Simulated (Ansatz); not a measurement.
[H···H···OH], doublet: reading a ladder of total energies

Geometry: a point of a hydrogen-transfer path between rigid fragments, not a stationary point.

```xyz
4

H    -2.0602    0.0498    0.0000
H    -1.2432    0.0498    0.0000
O     0.1808    0.0498    0.0000
H     0.4327   -0.8901    0.0000
```

Basis cc-pVDZ; Ansatz 0.2.0. Correlated methods freeze the noble-gas cores, which leaves 9 electrons in 28 orbitals. R marks a restricted (for open shells ROHF) determinant, U an unrestricted one.

Full CI isn't at hand for all of this; UCCSDTQ serves as the reference, and is uncertain by about the last step of the cluster series.

Runs differ by some tens of microhartree through their thresholds and, for an open shell, their frozen cores, so steps under 0.03 kcal/mol mean nothing.

```json
{"level": "UHF", "total energy (hartree)": "-76.495419"}
{"level": "UMP2", "total energy (hartree)": "-76.683064"}
{"level": "UCCSD", "total energy (hartree)": "-76.706527"}
{"level": "UCCSD(T)", "total energy (hartree)": "-76.709506"}
{"level": "UCCSDT", "total energy (hartree)": "-76.709881"}
{"level": "UCCSDT(Q)", "total energy (hartree)": "-76.710218"}
{"level": "UCCSDTQ", "total energy (hartree)": "-76.710215"}
```

**Question.** What is the correlation energy at UCCSDTQ, and what share of it do UMP2 and UCCSD recover?

**Answer.** E(corr) = -76.710215 − (-76.495419) = -0.214796 hartree = -5.845 eV. UMP2: -0.187645 / -0.214796 = 87.36 %. UCCSD: -0.211108 / -0.214796 = 98.28 %.

**Question.** By how many kcal/mol does UCCSD(T) miss UCCSDTQ (1 hartree = 627.509 kcal/mol), and which steps make up the rest?

**Answer.** -76.709506 − (-76.710215) = 0.000709 hartree = 0.44 kcal/mol. Steps: UCCSDT − UCCSD(T) = -0.24, UCCSDT(Q) − UCCSDT = -0.21, UCCSDTQ − UCCSDT(Q) = 0.00 kcal/mol. That is within 1 kcal/mol of the reference in this basis, which itself misses far more of the correlation at the basis-set limit.
